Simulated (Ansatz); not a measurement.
Chalcopyrite ZnSnAs2, treated with HSE06 (PAW; Ansatz, a first-principles code).

Numerical settings: plane-wave cutoff 460 eV, 6×6×6 k mesh, Fermi–Dirac smearing 0.01 eV, scalar-relativistic PAW data made under PBE.

Cell (measured lattice):

SnZnAs$_{2}$ is taken in the tetragonal space group I-42d (No. 122), the chalcopyrite structure, Pearson symbol tI16. Conventional cell: a = b = 5.850 Å, c = 11.700 Å, α = β = γ = 90.00°. Zn on 4a has 4 As at 2.450 Å (tetrahedral). Sn on 4b is coordinated by 4 As at 2.622 Å (tetrahedral). As on 8d is coordinated by 2 Zn at 2.450 Å and 2 Sn at 2.622 Å (tetrahedral). (Neighbours: up to the widest gap in distance over summed covalent radii, below 1.35, at either atom; cation-cation and far metal-metal contacts left out.)
(The calculation used a cell of 8 atoms; values per cell refer to that cell.)

Give the computed band gap.


- band gap = 0.72 eV (on the SCF k mesh)

Measured, for comparison: band gap 0.75 eV (temperature not stated, no zero-point or thermal correction, direct or pseudo-direct at Γ, our sources range from 0.65 to 0.75; as tabulated in Ghosh et al. (2024), arXiv:2401.16805).

Note: cell and atoms aren't relaxed at this level (pressure 1.0 GPa).

Spin–orbit coupling is not included.

The result took very roughly 40 core-minutes.
